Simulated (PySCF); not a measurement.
## Constants of OH, step by step

State: ²Π, doublet, unpaired electrons π ↑. De refers to H + O. ROHF-based CCSD(T) in PySCF 2.14 with H aug-cc-pVTZ, O aug-cc-pVTZ and H aug-cc-pVQZ, O aug-cc-pVQZ (frozen core orbitals: 1; no relativity). Correlation energies are extrapolated as n⁻³ (n = 3, 4), Hartree–Fock as (n+1)·exp(−9√n). CV is the change on freezing 0 orbitals instead, in H cc-pVTZ, O cc-pwCVTZ. SR is the spin-free X2C energy in H cc-pVTZ-DK, O cc-pVTZ-DK less the non-relativistic one in H cc-pVTZ, O cc-pVTZ.

```csv
Level,Re (Å),ωe (cm⁻¹),ωexe (cm⁻¹),αe (cm⁻¹),De (eV)
CCSD(T)/TZ,0.9733,3718.2,82.4,0.708,4.541
CCSD(T)/QZ,0.9706,3739.0,84.5,0.719,4.608
HF/CBS,0.9495,4055.8,74.9,0.657,3.021
MP2/CBS,0.9661,3816.9,79.7,0.692,4.682
CCSD/CBS,0.9668,3791.2,83.9,0.713,4.580
CCSD(T)/CBS,0.9696,3749.3,85.5,0.723,4.653
CCSD(T)/CBS+CV,0.9689,3754.4,85.6,0.724,4.660
CCSD(T)/CBS+CV+SR,0.9689,3751.9,85.6,0.725,4.654
```

Q: How much is left between CCSD(T)/QZ and the basis-set limit, and how much do the triples give at the limit?

A: CCSD(T)/CBS less CCSD(T)/QZ: -1.0 mÅ in Re, +10.3 cm⁻¹ in ωe and +0.045 eV in De. CCSD(T)/CBS less CCSD/CBS: +2.8 mÅ in Re, -41.9 cm⁻¹ in ωe and +0.073 eV in De.

Q: What do the later terms add?

A: CV: -0.7 mÅ in Re, +5.1 cm⁻¹ in ωe and +0.007 eV in De; SR: +0.0 mÅ in Re, -2.5 cm⁻¹ in ωe and -0.006 eV in De, each against the row above.

The T1 diagnostic is 0.015. The state was picked by a PBE0 search and need not be the measured ground state. Spin–orbit coupling, excitations beyond (T) and corrections to the Born–Oppenheimer picture are left out.

The whole job (state search and all basis sets along the bond) took about 6.1 min on 4 threads of Arm Neoverse V2 (shared host), peak memory 13 GiB.
